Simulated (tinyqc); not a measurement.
Worked calculation: UHF in the sto-3g basis, for H2O, spin multiplicity 1. One step of it, computed by the program tinyqc.

Question. Iteration 1: building the Fock matrix. J_ij = sum D_kl (ij|kl) with D = D(alpha) + D(beta), K_ij = sum D_kl (ik|jl) for each spin; F = H + J - K(s); E = tr D H + tr D J / 2 - 0.5 sum_s tr D(s) K(s) + E_nn.

D(alpha) at the start, lower triangle:
```
            1O 1s      1O 2s     1O 2px     1O 2py    1O 2pz      2H 1s     3H 1s
1O 1s    1.037283
1O 2s   -0.157855   0.701396
1O 2px   0.000000   0.000000   0.848353
1O 2py   0.000000   0.000000  -0.210788   0.861950
1O 2pz   0.044027  -0.162118   0.000000   0.000000  0.928450
2H 1s   -0.062146   0.174242   0.291088   0.078421  0.062691   0.183698
3H 1s   -0.062146   0.174242  -0.291088  -0.078421  0.062691  -0.072198  0.183698
```

D(beta) at the start, lower triangle:
```
            1O 1s      1O 2s     1O 2px     1O 2py    1O 2pz      2H 1s     3H 1s
1O 1s    1.037283
1O 2s   -0.157855   0.701396
1O 2px   0.000000   0.000000   0.848353
1O 2py   0.000000   0.000000   0.210788   0.861950
1O 2pz   0.044027  -0.162118   0.000000   0.000000  0.928450
2H 1s   -0.062146   0.174242  -0.291088   0.078421  0.062691   0.183698
3H 1s   -0.062146   0.174242   0.291088  -0.078421  0.062691  -0.072198  0.183698
```

core Hamiltonian H = T + V (hartree), lower triangle:
```
             1O 1s      1O 2s     1O 2px     1O 2py     1O 2pz      2H 1s      3H 1s
1O 1s   -32.509844
1O 2s    -7.562843  -9.135794
1O 2px    0.000000   0.000000  -7.292334
1O 2py    0.000000   0.000000   0.000000  -7.380671
1O 2pz   -0.012988  -0.160717   0.000000   0.000000  -7.353302
2H 1s    -1.016934  -2.498287   0.000000  -1.446572  -1.242111  -4.282043
3H 1s    -1.016934  -2.498287   0.000000   1.446572  -1.242111  -0.890332  -4.282043
```

Two-electron integrals (ij|kl) in chemists' order, unique and non-zero (hartree):
```
(11|11) 4.785065    (21|11) 0.741380    (21|21) 0.136873    (22|11) 1.118947
(22|21) 0.256633    (22|22) 0.817206    (31|31) 0.024477    (32|31) 0.037809
(32|32) 0.180518    (33|11) 1.115814    (33|21) 0.256684    (33|22) 0.817023
(33|33) 0.880159    (41|41) 0.024477    (42|41) 0.037809    (42|42) 0.180518
(43|43) 0.047444    (44|11) 1.115814    (44|21) 0.256684    (44|22) 0.817023
(44|33) 0.785270    (44|44) 0.880159    (51|51) 0.024477    (52|51) 0.037809
(52|52) 0.180518    (53|53) 0.047444    (54|54) 0.047444    (55|11) 1.115814
(55|21) 0.256684    (55|22) 0.817023    (55|33) 0.785270    (55|44) 0.785270
(55|55) 0.880159    (61|11) 0.099916    (61|21) 0.018310    (61|22) 0.034178
(61|33) 0.034111    (61|41) 0.000637    (61|42) 0.001204    (61|44) 0.034232
(61|51) 0.000529    (61|52) 0.001000    (61|54) 0.000100    (61|55) 0.034195
(61|61) 0.002480    (62|11) 0.268882    (62|21) 0.062556    (62|22) 0.223773
(62|33) 0.219792    (62|41) 0.003608    (62|42) 0.028806    (62|44) 0.226727
(62|51) 0.002997    (62|52) 0.023931    (62|54) 0.005761    (62|55) 0.224578
(62|61) 0.008549    (62|62) 0.079052    (63|31) 0.006223    (63|32) 0.037385
(63|43) 0.005817    (63|53) 0.004833    (63|63) 0.010672    (64|11) 0.157432
(64|21) 0.037070    (64|22) 0.141594    (64|33) 0.135336    (64|41) 0.008080
(64|42) 0.054423    (64|44) 0.151097    (64|51) 0.001543    (64|52) 0.014154
(64|54) 0.008261    (64|55) 0.138184    (64|61) 0.005265    (64|62) 0.060834
(64|64) 0.056964    (65|11) 0.130790    (65|21) 0.030797    (65|22) 0.117632
(65|33) 0.112433    (65|41) 0.001543    (65|42) 0.014154    (65|44) 0.115861
(65|51) 0.007505    (65|52) 0.049144    (65|54) 0.008665    (65|55) 0.124464
(65|61) 0.004374    (65|62) 0.050539    (65|64) 0.038458    (65|65) 0.042622
(66|11) 0.440371    (66|21) 0.104083    (66|22) 0.429018    (66|33) 0.412726
(66|41) 0.007072    (66|42) 0.079755    (66|44) 0.441339    (66|51) 0.005876
(66|52) 0.066258    (66|54) 0.023771    (66|55) 0.432474    (66|61) 0.014309
(66|62) 0.199985    (66|64) 0.175706    (66|65) 0.145971    (66|66) 0.774606
(71|11) 0.099916    (71|21) 0.018310    (71|22) 0.034178    (71|33) 0.034111
(71|41) -0.000637   (71|42) -0.001204   (71|44) 0.034232    (71|51) 0.000529
(71|52) 0.001000    (71|54) -0.000100   (71|55) 0.034195    (71|61) 0.002445
(71|62) 0.008293    (71|64) 0.004714    (71|65) 0.004248    (71|66) 0.013788
(71|71) 0.002480    (72|11) 0.268882    (72|21) 0.062556    (72|22) 0.223773
(72|33) 0.219792    (72|41) -0.003608   (72|42) -0.028806   (72|44) 0.226727
(72|51) 0.002997    (72|52) 0.023931    (72|54) -0.005761   (72|55) 0.224578
(72|61) 0.008293    (72|62) 0.062777    (72|64) 0.033670    (72|65) 0.038996
(72|66) 0.127788    (72|71) 0.008549    (72|72) 0.079052    (73|31) 0.006223
(73|32) 0.037385    (73|43) -0.005817   (73|53) 0.004833    (73|63) 0.008163
(73|73) 0.010672    (74|11) -0.157432   (74|21) -0.037070   (74|22) -0.141594
(74|33) -0.135336   (74|41) 0.008080    (74|42) 0.054423    (74|44) -0.151097
(74|51) -0.001543   (74|52) -0.014154   (74|54) 0.008261    (74|55) -0.138184
(74|61) -0.004714   (74|62) -0.033670   (74|64) -0.010345   (74|65) -0.020529
(74|66) -0.063094   (74|71) -0.005265   (74|72) -0.060834   (74|74) 0.056964
(75|11) 0.130790    (75|21) 0.030797    (75|22) 0.117632    (75|33) 0.112433
(75|41) -0.001543   (75|42) -0.014154   (75|44) 0.115861    (75|51) 0.007505
(75|52) 0.049144    (75|54) -0.008665   (75|55) 0.124464    (75|61) 0.004248
(75|62) 0.038996    (75|64) 0.020529    (75|65) 0.032036    (75|66) 0.086399
(75|71) 0.004374    (75|72) 0.050539    (75|74) -0.038458   (75|75) 0.042622
(76|11) 0.087104    (76|21) 0.020475    (76|22) 0.080288    (76|33) 0.078303
(76|44) 0.079786    (76|51) 0.001482    (76|52) 0.014459    (76|55) 0.082686
(76|61) 0.002772    (76|62) 0.028695    (76|64) 0.019264    (76|65) 0.020651
(76|66) 0.078117    (76|71) 0.002772    (76|72) 0.028695    (76|74) -0.019264
(76|75) 0.020651    (76|76) 0.013456    (77|11) 0.440371    (77|21) 0.104083
(77|22) 0.429018    (77|33) 0.412726    (77|41) -0.007072   (77|42) -0.079755
(77|44) 0.441339    (77|51) 0.005876    (77|52) 0.066258    (77|54) -0.023771
(77|55) 0.432474    (77|61) 0.013788    (77|62) 0.127788    (77|64) 0.063094
(77|65) 0.086399    (77|66) 0.288861    (77|71) 0.014309    (77|72) 0.199985
(77|74) -0.175706   (77|75) 0.145971    (77|76) 0.078117    (77|77) 0.774606
```

nuclear repulsion = 7.44746908 hartree

Give: Coulomb J; exchange K(alpha); exchange K(beta); F(alpha); F(beta); total energy of this density.

Answer.

Coulomb J (hartree), lower triangle:
```
          1O 1s   1O 2s  1O 2px   1O 2py  1O 2pz   2H 1s   3H 1s
1O 1s   17.7051
1O 2s    3.3536  8.3523
1O 2px   0.0000  0.0000  8.3155
1O 2py   0.0000  0.0000  0.0000   8.3599
1O 2pz  -0.0077  0.0005  0.0000   0.0000  8.3584
2H 1s    0.4488  2.2569  0.0000   1.4211  1.1849  4.3947
3H 1s    0.4488  2.2569  0.0000  -1.4211  1.1849  0.8098  4.3947
```

exchange K(alpha) (hartree), lower triangle:
```
         1O 1s    1O 2s   1O 2px   1O 2py  1O 2pz   2H 1s   3H 1s
1O 1s   4.8788
1O 2s   0.8518   1.2859
1O 2px  0.0000   0.0000   1.0020
1O 2py  0.0000   0.0000  -0.0934   1.0908
1O 2pz  0.0037  -0.0532   0.0000   0.0000  1.1157
2H 1s   0.1168   0.4178   0.0683   0.2465  0.1927  0.3935
3H 1s   0.1168   0.4178  -0.0683  -0.2465  0.1927  0.1253  0.3935
```

exchange K(beta) (hartree), lower triangle:
```
         1O 1s    1O 2s   1O 2px   1O 2py  1O 2pz   2H 1s   3H 1s
1O 1s   4.8788
1O 2s   0.8518   1.2859
1O 2px  0.0000   0.0000   1.0020
1O 2py  0.0000   0.0000   0.0934   1.0908
1O 2pz  0.0037  -0.0532   0.0000   0.0000  1.1157
2H 1s   0.1168   0.4178  -0.0683   0.2465  0.1927  0.3935
3H 1s   0.1168   0.4178   0.0683  -0.2465  0.1927  0.1253  0.3935
```

F(alpha) (hartree), lower triangle:
```
           1O 1s    1O 2s   1O 2px   1O 2py   1O 2pz    2H 1s    3H 1s
1O 1s   -19.6836
1O 2s    -5.0610  -2.0694
1O 2px    0.0000   0.0000   0.0212
1O 2py    0.0000   0.0000   0.0934  -0.1116
1O 2pz   -0.0244  -0.1070   0.0000   0.0000  -0.1107
2H 1s    -0.6849  -0.6592  -0.0683  -0.2720  -0.2500  -0.2809
3H 1s    -0.6849  -0.6592   0.0683   0.2720  -0.2500  -0.2059  -0.2809
```

F(beta) (hartree), lower triangle:
```
           1O 1s    1O 2s   1O 2px   1O 2py   1O 2pz    2H 1s    3H 1s
1O 1s   -19.6836
1O 2s    -5.0610  -2.0694
1O 2px    0.0000   0.0000   0.0212
1O 2py    0.0000   0.0000  -0.0934  -0.1116
1O 2pz   -0.0244  -0.1070   0.0000   0.0000  -0.1107
2H 1s    -0.6849  -0.6592   0.0683  -0.2720  -0.2500  -0.2809
3H 1s    -0.6849  -0.6592  -0.0683   0.2720  -0.2500  -0.2059  -0.2809
```

total energy of this density = -74.366429 hartree
